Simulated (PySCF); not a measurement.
Problem. Give a GFN2-xTB geometry of `CCCCC=O`.

Solution. 
```
atom  x, y, z in Å
C1    -2.3710    0.2678   -0.1898
C2    -1.1124   -0.2861    0.4657
C3     0.1496    0.1956   -0.2435
C4     1.4158   -0.3536    0.4057
C5     2.6687    0.1060   -0.2775
O6     2.7239    0.8228   -1.2354
H7    -2.3648    1.3551   -0.1676
H8    -3.2601   -0.0812    0.3299
H9    -2.4319   -0.0522   -1.2274
H10   -1.0811    0.0258    1.5126
H11   -1.1442   -1.3782    0.4468
H12    0.1254   -0.1136   -1.2901
H13    0.1882    1.2864   -0.2274
H14    1.4786   -0.0498    1.4550
H15    1.4145   -1.4478    0.3958
H16    3.5930   -0.2881    0.1948
```

Orientation and origin are arbitrary. Atoms count from 1 in this order. The 4 C–C bonds span 1.499 Å (C4–C5, drawn single) to 1.526 Å (C2–C3, drawn single), a spread of 0.027 Å. Of the pairs four or more bonds apart, O6···H12 is among the closest relative to their van der Waals radii: 2.76 Å, 102 % of the sum of Bondi's values. The 6 heavy atoms lie in one plane (0.001 Å rms).

Bonds between heavy atoms (Å): C1–C2 1.523, C2–C3 1.526, C3–C4 1.525, C4–C5 1.499, C5=O6 1.198.

Structure optimised with GFN2-xTB, isolated species.

Point group: Cs (tolerance 0.08 Å). No GFN2-xTB frequencies stand behind this structure, so it isn't proved a minimum. One conformer, not necessarily the lowest (C1–C2–C3–C4 180°, C2–C3–C4–C5 180°, C3–C4–C5–O6 0°).

All values are computed, not measured.
